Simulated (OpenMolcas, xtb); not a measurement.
**A ladder of methods for AlBH3F (SMILES F[BH][AlH2])**

AlBH3F: 6 atoms, total charge 0, spin state singlet. As SMILES, `F[BH][AlH2]`. The shape comes from GFN2-xTB, which is rough for such elements, and wasn't checked as a minimum.

Each level gives the HOMO–LUMO gap (eV). The values are calculated.

```
          level            kind     program  value (eV)
       GFN2-xTB  semi-empirical         xtb        2.29
       GFN0-xTB  semi-empirical         xtb        2.63
       GFN1-xTB  semi-empirical         xtb        3.03
    HF/def2-SVP    Hartree–Fock  OpenMolcas       10.93
r2SCAN/def2-SVP        meta-GGA  OpenMolcas        3.15
  PBE0/def2-SVP   global hybrid  OpenMolcas        4.80
B2PLYP/def2-SVP   double hybrid  OpenMolcas        7.14
```

The values span 2.29 to 10.93 eV. Orbital gaps aren't excitation energies, and those of double hybrids come from the SCF part alone; they tend to grow with the share of exact exchange.
